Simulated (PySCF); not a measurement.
2,2-difluoroethanol, C2H4F2O, SMILES OCC(F)F, point group C1.

Level: B3LYP/pcSseg-1 in PySCF (density fitting, grid level 2); geometry and Hessian at that level, cubic constants and property derivatives from steps of ±0.6 along each species' dimensionless normal coordinates, second-order vibrational perturbation theory. The parent has the commonest isotopes.

Equilibrium geometry (Å):

```csv
atom,x,y,z
O1,1.3161,-0.7998,0.0378
C2,0.4720,0.3352,-0.0045
C3,-0.9531,-0.1637,0.0768
F4,-1.3063,-0.7933,-1.0815
F5,-1.7888,0.9121,0.2341
H6,2.2175,-0.5266,-0.1761
H7,0.6416,1.0134,0.8455
H8,0.5733,0.9073,-0.9382
H9,-1.1181,-0.8607,0.9055
```

Task: Give the equilibrium and ground-state rotational constants (MHz) of parent; ²H at 6; ²H at 7.

Result: 
```csv
species,Ae,Be,Ce,A0,B0,C0,Δ0 (u Å²),harmonic ZPE (cm⁻¹)
parent,8953.2,3683,2834.4,8880.2,3649.9,2810,-15.527,14255
²H at 6,8930,3492.3,2720.9,8854.9,3464.9,2700.4,-15.783,13549
²H at 7,8521.2,3664.4,2779.1,8450.7,3630.7,2755.2,-15.573,13522
```

Δ0 = Ic − Ia − Ib from the ground-state constants.

Task: How is the parent's vibrational correction B0 − Be made up?

Result: 
```csv
axis,harmonic,Coriolis,cubic,total (MHz)
a,18.5,-22.4,-69.1,-73
b,5.69,-2.67,-36.1,-33.1
c,1.71,-1.79,-24.3,-24.4
```

Task: And its quartic centrifugal distortion constants from the harmonic force field?

Result: Asymmetric top, A reduction, Ir representation: ΔJ = 0.881 kHz, ΔJK = 9.51 kHz, ΔK = -1.52 kHz, δJ = 0.22 kHz, δK = 5.45 kHz.

A mode lies under 250 cm⁻¹, where this perturbation treatment is rough. Internal rotors are held in one well.
